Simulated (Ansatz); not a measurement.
A made-up structure of BHF₂, closed shell:

```tsv
atom	x (Å)	y (Å)	z (Å)
F1	1.1543	0.4569	-0.3619
B2	-0.0019	-0.0310	0.0252
F3	-1.0954	0.5287	-0.4389
H4	-1.9221	0.9075	-0.4053
```

It is relaxed with PBE-D4/def2-SVP and then PBE0-D4/def2-TZVP (Ansatz 0.2.0). Atoms count as bonded within 1.22 times the sum of their covalent radii (H–H: 0.88 Å). The end point is not checked to be a true minimum.

Problem. Does its bonding change? (Judge from chemistry; the calculation decides.)

Solution. The calculation gives: Yes. Formed: none; broken: B2–F3.

Where it ends: The first stage lowers the energy by 3.09 eV in 23 steps. It ends as a complex of BF + HF:
F1  (1.598, -0.068, 0.191)
B2  (0.414, 0.238, -0.088)
F3  (-2.382, 0.960, -0.747)
H4  (-1.496, 0.731, -0.538)
(Å)

For scale, one of the runs: PBE0-D4/def2-TZVP relaxation, 99 basis functions, launched by `ansatz run in.yaml --threads 2 --pin off --events-out ev --progress --plain --max-ram 4352MiB`. Hardware: 2 CPU threads of an Arm Neoverse V1, shared host. Wall time about 7.5 s.
